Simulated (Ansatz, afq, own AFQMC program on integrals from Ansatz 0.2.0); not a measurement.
# CHF, singlet in def2-TZVP, levels against CCSDT(Q)

```yaml
atoms:
  - { symbol: C, position_ang: [-0.1260, -0.4787, -0.1172] }
  - { symbol: F, position_ang: [0.8863, 0.0518, 0.4909] }
  - { symbol: H, position_ang: [-0.7603, 0.4269, -0.3736] }
```

Connectivity, by distances: CH–F.

Basis def2-TZVP. Only valence electrons are correlated. Ansatz 0.2.0 and our own AFQMC program on the same integrals; the CISD trial comes from CCSD amplitudes, and released means the phaseless constraint is let go. Free AFQMC starts from the CCSD state and is never constrained. Its projection time is finite, and what remains of the start isn't in its error. Uncertainties: one standard error, sampling alone.

Determinant: RHF, the one that the program's search chose, which needn't be the lowest solution. The geometry is a PBE0/def2-SVP stationary point of this or a neighbouring charge and spin state.

No full CI on the walks' own integrals is used here; CCSDT(Q) serves as the reference and is uncertain by about the last step of the cluster series.

Cautions: higher spins were not checked; restricted determinant unstable towards unrestricted (UHF 220 meV lower, ⟨S²⟩ 0.51).

The T1 diagnostic is 0.0176. The weight of the determinant in the CISD state is 0.890 and the size of the correlated space is 12 electrons in 66 orbitals.

```
  level  correlation energy (eV)
    MP2                 -10.3833
   CCSD                 -10.8741
CCSD(T)                 -11.2419
```

Question: Estimate where free-projection AFQMC lies against CCSD(T) on the same integrals.

Answer: 29.8 ± 10.5 meV below CCSD(T).

Reference: CCSDT(Q), correlation energy -11.279 eV. The released energy is read at 2.40 1/Eh (meV from the phaseless value at times in 1/Eh: -4 ± 5 at 0.24, -6 ± 5 at 0.51, -6 ± 7 at 0.99, -18 ± 8 at 1.62, -3 ± 9 at 2.40).

| level | E − E(reference) (meV) | share of correlation (%) |
| --- | --- | --- |
| CCSD(T) | 36.8 | 99.67 |
| CCSDT | 17.8 | 99.84 |
| ph-AFQMC/HF | -114.1 ± 28.3 | 101.01 |
| ph-AFQMC/CISD | 8.1 ± 5.5 | 99.93 |
| released AFQMC | 4.9 ± 8.8 | 99.96 |
| free AFQMC | 6.9 ± 10.5 | 99.94 |

Free projections are given only where their last times agree within the noise and don't stop above the reference; a slow remainder of the start can still hide under it. A walk keeps the symmetry of its determinant, which the program's search chose and which needn't be the lowest solution, so a lower state of the same spin and another symmetry isn't excluded. Released energies are given only where the last usable release times agree within the noise; a slower fall can still hide under it.
